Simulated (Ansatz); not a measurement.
This geometry of C₃H₅ClO₂ (11 atoms, charge 0, multiplicity 1) is a first-order saddle point.

Computed with Ansatz 0.2.0, RKS PBE0/def2-mTZVP.

```xyz
11
Properties=species:S:1:pos:R:3
C 0.328 -0.594 1.458
C 0.488 0.116 0.141
O 0.129 -0.663 -1.014
C -0.727 0.372 -1.352
Cl -0.153 1.317 -2.813
O -0.550 1.064 -0.165
H 1.233 -0.535 2.061
H 0.091 -1.644 1.280
H -0.497 -0.149 2.015
H 1.474 0.572 0.002
H -1.750 0.088 -1.591
```

Task: Which two structures does it join? (They come from a converged band through this point; their orientation in space is the band's.)

Result: No bond is made or broken. The dihedral H8–C1–C2–O3 goes from -51 to 69°. The two ends are copies of one structure, up to a mirror image or an exchange of like atoms.

Initial state:

```xyz
11
Properties=species:S:1:pos:R:3
C 0.252 -0.485 1.494
C 0.389 0.273 0.218
O 0.528 -0.546 -0.953
C -0.575 0.124 -1.459
Cl -0.150 1.229 -2.855
O -0.840 0.817 -0.289
H 1.197 -0.978 1.731
H -0.535 -1.234 1.410
H 0.010 0.204 2.306
H 1.171 1.040 0.254
H -1.382 -0.502 -1.836
```

Final state:

```xyz
11
Properties=species:S:1:pos:R:3
C 0.325 -0.618 1.430
C 0.513 0.041 0.107
O -0.035 -0.683 -1.005
C -0.758 0.463 -1.297
Cl -0.183 1.292 -2.824
O -0.379 1.138 -0.147
H 0.643 0.058 2.227
H 0.937 -1.521 1.481
H -0.722 -0.884 1.579
H 1.552 0.330 -0.088
H -1.829 0.328 -1.441
```

Task: How far does it lie above each of them?

Result: 12.1 kJ/mol above the first and 12.1 kJ/mol above the second. This is the barrier of this one path; another mechanism may lie lower.

The run took 120 s on 2 threads of Arm Neoverse V1, with other jobs on the host, peak memory 0.39 GiB.
